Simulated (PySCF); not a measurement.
CH₃Cl.
Numbering: `[CH3:1][Cl:2]` (hydrogens: H3, H4, H5 on C1)

Computed by this run: PBE0-D3(BJ)/def2-SVP geometry optimisation, gas phase in PySCF; density fitting, grid level 1; the optimiser is geomeTRIC in internal coordinates, started from an MMFF94s structure with every atom displaced at random (about 0.03 Å).

At the end of the run (lengths in Å): C1–Cl2 1.775, C1–H5 1.097, C1–H4 1.097, C1–H3 1.097, Cl2–C1–H3 109.1°, H3–C1–H4 109.8°.

**Question.** These geometries were met on the way; a selection of coordinates is given. Order them by energy above the end point, lowest first.
A. C1–Cl2 1.693, C1–H5 1.177, C1–H4 1.030, C1–H3 1.123, Cl2–C1–H3 115.8°, H3–C1–H4 114.0°
B. C1–Cl2 1.807, C1–H5 1.128, C1–H4 1.130, C1–H3 1.044, Cl2–C1–H3 106.2°, H3–C1–H4 107.4°
C. C1–Cl2 1.787, C1–H5 1.089, C1–H4 1.104, C1–H3 1.117, Cl2–C1–H3 108.9°, H3–C1–H4 110.3°
D. C1–Cl2 1.778, C1–H5 1.096, C1–H4 1.096, C1–H3 1.096, Cl2–C1–H3 109.0°, H3–C1–H4 109.9°

**Answer.** D (0.000 eV), C (0.011 eV), B (0.148 eV), A (0.328 eV).

```json
{"step": "4", "E above end (eV)": "0.000", "rms distance from the end, all atoms (Å)": "0.001", "largest force (eV/Å)": "0.082", "rms shift of all bonds from the end (Å)": "0.001"}
{"step": "2", "E above end (eV)": "0.011", "rms distance from the end, all atoms (Å)": "0.012", "largest force (eV/Å)": "0.757", "rms shift of all bonds from the end (Å)": "0.013"}
{"step": "1", "E above end (eV)": "0.148", "rms distance from the end, all atoms (Å)": "0.062", "largest force (eV/Å)": "2.215", "rms shift of all bonds from the end (Å)": "0.038"}
{"step": "0", "E above end (eV)": "0.328", "rms distance from the end, all atoms (Å)": "0.062", "largest force (eV/Å)": "5.151", "rms shift of all bonds from the end (Å)": "0.068"}
```

Rows stand in the order of the answer.
